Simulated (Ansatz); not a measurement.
Basis-set extrapolation for C$_{4}$H$_{7}$F, SMILES `C/C=C(/C)F` (PBE0-D4/def2-TZVP geometry, frozen core, the Gaussian-basis code of Ansatz). Multiplicity 1, RHF reference.

```csv
,def2-TZVPP,def2-QZVPP
HF,-255.072740,-255.084242
MP2 correlation,-0.920064,-0.986888
CCSD(T) correlation,-0.996638,not run
```

Energies in hartree. Use E(X) = E(∞) + A·exp(−7.88·√X) for Hartree–Fock and E(X) = E(∞) + B·X^(−2.97) for correlation, with X = 3 and 4, and add CCSD(T) minus MP2 of the smaller set to the MP2 limit.

Q: What is the CCSD(T) energy at the basis-set limit?

A: HF limit: -255.084242 + (-0.011502) × 0.13774 = -255.08583. MP2 limit: -0.986888 + (-0.066824) × 0.74074 = -1.03639. Higher-order term: -0.996638 − (-0.920064) = -0.07657. Total: -256.19879 hartree, 339.8 kJ/mol below CCSD(T)/def2-TZVPP.
